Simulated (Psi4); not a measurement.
**CH5B− (SMILES [BH2-]C): UCCSD/def2-SVPD**

Aim: the vertical ionisation energy of CH5B− at UCCSD/def2-SVPD, from 2 runs. 

The results are computed with Psi4 1.11.

1 further run of the same task is left out (set aside as unsound or not needed).

**1. Starting point**

CH5B−: 7 atoms, total charge -1, spin state doublet. As SMILES, `[BH2-]C`. The coordinates come from a GFN2-xTB relaxation.

Bond lengths: B1–C2 1.642 Å, B1–H3 1.245 Å, B1–H4 1.245 Å, C2–H5 1.102 Å, C2–H6 1.114 Å, C2–H7 1.102 Å. Angles: B1–C2–H5 112.7°, B1–C2–H6 114.9°, B1–C2–H7 112.6°, C2–B1–H3 113.3°, C2–B1–H4 113.3°, H5–C2–H6 104.9°, H5–C2–H7 105.8°, H6–C2–H7 104.9°, H3–B1–H4 112.0°.

**2. A single-point energy at UCCSD/def2-SVPD**

Input file input.inp:

```
memory 1.6 GB

molecule {
  -1 2
  B
  C 1 r2
  H 1 r3 2 a3
  H 1 r4 3 a4 2 d4
  H 2 r5 1 a5 4 d5
  H 2 r6 5 a6 1 d6
  H 2 r7 5 a7 6 d7

  r2 = 1.642246
  r3 = 1.245032
  a3 = 113.34578
  r4 = 1.244676
  a4 = 111.96512
  d4 = 129.72848
  r5 = 1.102097
  a5 = 112.71469
  d5 = 174.94434
  r6 = 1.114004
  a6 = 104.9397
  d6 = -125.79125
  r7 = 1.10216
  a7 = 105.82662
  d7 = -110.6702
  symmetry c1
  no_reorient
  no_com
}

set {
  basis def2-SVPD
  reference uhf
  puream true
  e_convergence 1e-09
  d_convergence 1e-08
  scf_type pk
  num_frozen_docc 2
  maxiter 200
}

E = energy("ccsd")
```

Run with:

```
$ psi4 -i input.inp -o input.out -n 1
```

input.out:

```text
[...]
  Running in c1 symmetry.
[...]
  Nuclear repulsion =   30.809886340462494
[...]
  Multiplicity = 2
[...]
  Nalpha       = 9
  Nbeta        = 8
[...]
    Number of basis functions: 80
[...]
   @UHF iter   1:   -65.21508694707479   -7.06154e-01   5.21201e-03 ADIIS/DIIS
[...]
   @UHF iter  14:   -65.34670361611104   -1.19655e-11   6.85258e-09 DIIS
[...]
   @S^2 Observed:                7.564313388E-01
[...]
    Orbital Energies [Eh]
    ---------------------
    Alpha Occupied:
       1A    -11.001729     2A     -7.333334     3A     -0.712402
       4A     -0.425620     5A     -0.341071     6A     -0.335117
       7A     -0.215588     8A     -0.197532     9A     -0.017911
    Alpha Virtual:
      10A      0.245948    11A      0.270681    12A      0.356589
      13A      0.357544    14A      0.357706    15A      0.363248
      16A      0.379983    17A      0.396948    18A      0.410731
      19A      0.464458    20A      0.469274    21A      0.469838
      22A      0.473699    23A      0.494322    24A      0.570917
      25A      0.583917    26A      0.596093    27A      0.599813
[...]
  @UHF Final Energy:   -65.34670361611104
   => Energetics <=
    Nuclear Repulsion Energy =             30.8098863404624943
    One-Electron Energy =                -151.2487209671788548
    Two-Electron Energy =                  55.0921310106053070
    Total Energy =                        -65.3467036161110570
  UHF NO Occupations:
  HONO-2 :    7  A 1.9993954
  HONO-1 :    8  A 1.9981517
[...]
 Multipole Moments:
 ------------------------------------------------------------------------------------
     Multipole            Electronic (a.u.)      Nuclear  (a.u.)        Total (a.u.)
 ------------------------------------------------------------------------------------
 L = 1.  Multiply by 2.5417464519 to convert [e a0] to [Debye]
 Dipole X            :          0.4462554           -0.7049114           -0.2586560
 Dipole Y            :         -0.2119212            0.3351670            0.1232459
 Dipole Z            :          0.0130897            1.6022262            1.6153159
 Magnitude           :                                                    1.6405298
[...]
      * MP2 total energy                      =  -65.611852418442297
[...]
      * CCSD total energy                     =  -65.648298676625785
[...]
```

It took 26 s on 1 thread of Intel Xeon 6975P-C (Granite Rapids), shared host; peak memory 0.62 GiB.

**3. Singlet neutral CH5B at the same level**

Input file ch5b.dat:

```
memory 1600 MB

molecule {
  0 1
  B
  C 1 r2
  H 1 r3 2 a3
  H 1 r4 3 a4 2 d4
  H 2 r5 1 a5 4 d5
  H 2 r6 5 a6 1 d6
  H 2 r7 5 a7 6 d7

  r2 = 1.642246
  r3 = 1.245032
  a3 = 113.34578
  r4 = 1.244676
  a4 = 111.96512
  d4 = 129.72848
  r5 = 1.102097
  a5 = 112.71469
  d5 = 174.94434
  r6 = 1.114004
  a6 = 104.9397
  d6 = -125.79125
  r7 = 1.10216
  a7 = 105.82662
  d7 = -110.6702
  symmetry c1
  no_reorient
  no_com
}

set globals {
  reference       rhf
  puream          true
  e_convergence   1e-09
  d_convergence   1e-08
  scf_type        pk
  num_frozen_docc 2
}

E, wfn = energy('ccsd/def2-SVPD', return_wfn=True)
```

Run with:

```
$ psi4 -n 1 ch5b.dat ch5b.out
```

ch5b.out:

```text
[...]
  Running in c1 symmetry.
[...]
  Nuclear repulsion =   30.809886340462494
[...]
  Multiplicity = 1
[...]
  Nalpha       = 8
  Nbeta        = 8
[...]
    Number of basis functions: 80
[...]
   @RHF iter   1:   -65.30013339389234   -7.91200e-01   3.86607e-03 DIIS/ADIIS
[...]
   @RHF iter  11:   -65.36505785637033   -4.83169e-12   3.04414e-09 DIIS
[...]
    Orbital Energies [Eh]
    ---------------------
    Doubly Occupied:
       1A    -11.214570     2A     -7.634050     3A     -0.926938
       4A     -0.657753     5A     -0.554550     6A     -0.538009
       7A     -0.458983     8A     -0.449429
[...]
  @RHF Final Energy:   -65.36505785637033
   => Energetics <=
    Nuclear Repulsion Energy =             30.8098863404624943
    One-Electron Energy =                -147.4813237364798226
    Two-Electron Energy =                  51.3063795396469970
    Total Energy =                        -65.3650578563703277
[...]
 Multipole Moments:
 ------------------------------------------------------------------------------------
     Multipole            Electronic (a.u.)      Nuclear  (a.u.)        Total (a.u.)
 ------------------------------------------------------------------------------------
 L = 1.  Multiply by 2.5417464519 to convert [e a0] to [Debye]
 Dipole X            :          0.9703599           -0.7049114            0.2654485
 Dipole Y            :         -0.4618136            0.3351670           -0.1266465
 Dipole Z            :         -1.5121983            1.6022262            0.0900279
 Magnitude           :                                                    0.3075830
[...]
      * MP2 total energy                      =  -65.612023883883893
[...]
      * CCSD total energy                     =  -65.648769106280298
[...]
```

Run time: 9.9 s. Hardware: 1 thread of Intel Xeon 6975P-C (Granite Rapids), shared host; peak memory 0.62 GiB.

**4. What came out**

Level: UCCSD/def2-SVPD, 2 core orbitals frozen.

| quantity | value |
| --- | --- |
| doublet CH5B−: total energy | -65.64830 Eh |
| doublet CH5B−: HOMO energy (Hartree–Fock orbitals) (highest over α and β) | -0.49 eV |
| doublet CH5B−: LUMO energy (Hartree–Fock orbitals) (lowest over α and β) | 6.64 eV |
| doublet CH5B−: correlation energy (2 core orbitals frozen) | -301.6 mEh |
| doublet CH5B−: ⟨S²⟩ of the reference determinant | 0.756 |
| doublet CH5B−: T1 diagnostic | 0.017 |
| singlet neutral CH5B: total energy | -65.64877 Eh |
| singlet neutral CH5B: HOMO energy (Hartree–Fock orbitals) | -12.23 eV |
| singlet neutral CH5B: LUMO energy (Hartree–Fock orbitals) | 1.26 eV |
| singlet neutral CH5B: HOMO–LUMO gap (Hartree–Fock orbitals) | 13.49 eV |
| singlet neutral CH5B: correlation energy (2 core orbitals frozen) | -283.7 mEh |
| singlet neutral CH5B: T1 diagnostic | 0.010 |
| vertical detachment energy (to the singlet neutral) | -0.013 eV |

What this shows: The species is unbound against losing an electron at this level, by 0.01 eV (−0.3 kcal/mol); missing correlation or diffuse functions can give that sign where the real anion is bound. Only the singlet of the ionised species was computed; a triplet could lie lower.
